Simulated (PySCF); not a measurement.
dimethyl sulfide cation (C2H6S), SMILES CSC (connectivity only; charge and spin as stated), charge +1, multiplicity 2.

Geometry: ωB97X-D3(BJ)/def2-TZVP. The multiplicity is an assumed one; other spin states were not compared.

Two levels are set side by side: PBE/def2-TZVPD (PySCF) and r2SCAN/def2-TZVPD (PySCF). Same geometry, gas phase. Differences are taken from unrounded values.

```json
[
 {"quantity": "α-spin orbital gap (eV)", "r2SCAN": "7.77", "PBE": "6.96", "PBE minus r2SCAN": "-0.81"},
 {"quantity": "β-spin orbital gap (eV)", "r2SCAN": "3.23", "PBE": "2.59", "PBE minus r2SCAN": "-0.64"},
 {"quantity": "mean polarisability (bohr³)", "r2SCAN": "40.5", "PBE": "41.5", "PBE minus r2SCAN": "1.0"}
]
```

Rough cost on one machine, each run with all the roots and properties that it gave: r2SCAN against PBE about 3 times.
